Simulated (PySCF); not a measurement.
Compound: C₄H₉FN (doublet state).
Cartesian coordinates in Å at the GFN2-xTB level; atoms count from 1:
```
atom  x, y, z in Å
C1    -2.1968    0.6317    0.1254
N2    -0.9734    0.2482    0.6947
C3    -0.2765   -0.8142    0.0958
C4     1.2282   -0.6867    0.3465
C5     1.7656    0.5567   -0.3459
F6     3.1201    0.6710   -0.1449
H7    -2.3937    0.2145   -0.8734
H8    -3.0134    0.3320    0.7972
H9    -2.2347    1.7254    0.0863
H10   -0.6133   -1.7561    0.5646
H11   -0.4840   -0.9151   -0.9864
H12    1.4079   -0.6010    1.4180
H13    1.7469   -1.5695   -0.0307
H14    1.2991    1.4574    0.0641
H15    1.6136    0.5136   -1.4304
```

The hyperfine couplings belong to this conformer and change with its torsions.

The species is `C[N]CCCF` [radical].

The calculation used PySCF 2.14.0, UKS B3LYP, pcH-1 on C F H N, non-relativistic, mean-field spin-orbit, GIAO. Isolated species at its GFN2-xTB geometry (one conformer only). A GFN2-xTB geometry isn't a minimum of the functional, and hyperfine couplings can be far from their values at a DFT geometry. The SCF solution wasn't tested for stability.

Break the g tensor into its mass correction, gauge correction and orbital-Zeeman/spin–orbit terms.

| Δg (ppm) | 1 | 2 | 3 |
| --- | --- | --- | --- |
| relativistic mass correction | -205 | -205 | -205 |
| gauge correction | -6 | 44 | 35 |
| orbital Zeeman/spin–orbit | 45 | 1908 | 5086 |
| total | -166 | 1746 | 4916 |

So g = 2.00215, 2.00407, 2.00723 and g_iso = 2.00448; the tensor is rhombic: the two nearest values differ by 38 % of g3 − g1. 

Average each term over the three axes. Which is largest in size?

The orbital-Zeeman/spin–orbit term 2346, the mass correction -205 and the gauge correction 24 ppm, for a total of 2165 ppm. The orbital-Zeeman/spin–orbit term is the largest in size. The mass correction is the same along every axis, so the anisotropy comes from the other two: their spans along these axes are 50 (gauge) and 5041 ppm (orbital Zeeman/spin–orbit).

What effective moment and Curie constant follow for a powder?

With the mean of g² = 4.0180 and S(S+1) = 0.75: μ_eff = √(⟨g²⟩S(S+1)) = 1.736 μB and χT = 0.12505·⟨g²⟩·S(S+1) = 0.377 cm³ K/mol (cgs; spin-Hamiltonian part alone).

In a frozen sample, at which fields do the three g values resonate at 9.5, 34, 94 and 263 GHz (hyperfine left aside), and which band first spreads them over more than twice a line width of 0.3 mT?

```csv
band,GHz,B(g3) mT,B(g2) mT,B(g1) mT,spread mT
X,9.5,338.15,338.69,339.01,0.86
Q,34.0,1210.23,1212.15,1213.31,3.07
W,94.0,3345.94,3351.23,3354.43,8.49
J,263.0,9361.51,9376.32,9385.27,23.76
```

The spread grows in proportion to the frequency. X band is the first where it exceeds 0.6 mT.

The largest Mulliken spin populations are on N2 (+0.89), H10 (+0.09), H8 (+0.07) and C3 (-0.07). N2 is the only atom above +0.15. The positive populations add up to 1.14 and the negative ones to -0.14, together 2S = 1.

The HOMO–LUMO gaps are 7.81 eV among the α and 4.53 eV among the β orbitals.
